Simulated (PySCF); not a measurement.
Calculation: r2SCAN-D4/def2-TZVP in PySCF. Isolated molecules, 0 K electronic values unless said otherwise. 

Reference species (SMILES): `[SiH3]Cl` (neutral, multiplicity 1).

| Item | Result |
|---|---|
| dipole moment | 1.22 D |

Changed species: `[SiH3]C` (X = methyl, parent; the reference has X = chloro, parent).

### Question
Give the shifts of the dipole moment.

### Answer
the dipole moment falls by 0.36 D, to 0.86 D.
